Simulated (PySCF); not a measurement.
CH6Si, SMILES C[SiH3].

Coordinates come from a PBE-D3(BJ)/def2-TZVP optimisation. The isomer is the one that the SMILES or the coordinates give; other isomers of the formula were not compared.

Method: PBE-D3(BJ)/def2-TZVP (PySCF 2.14.0).

Frequencies are harmonic and unscaled.

Modes within 1.5 cm⁻¹ of each other (mostly degenerate sets) share a row, with their intensities summed.

| mode | ν (cm⁻¹) | IR (km/mol) | moving atoms (share of kinetic energy) |
|---|---|---|---|
| 1 | 193 | 0.0 | H 100 % |
| 2–3 | 500 | 15.0 | H 96 % |
| 4 | 684 | 10.1 | C 52 %, Si 28 %, H 20 % |
| 5–6 | 854 | 118.2 | H 74 %, C 18 % |
| 7 | 901 | 188.0 | H 90 %, Si 10 % |
| 8–9 | 921 | 60.6 | H 98 % |
| 10 | 1236 | 12.5 | H 80 %, C 19 % |
| 11–12 | 1411 | 6.6 | H 96 % |
| 13 | 2157 | 59.5 | H 99 % |
| 14–15 | 2162 | 236.4 | H 96 % |
| 16 | 2979 | 4.1 | H 97 % |
| 17–18 | 3061 | 10.8 | H 91 %, C 9 % |
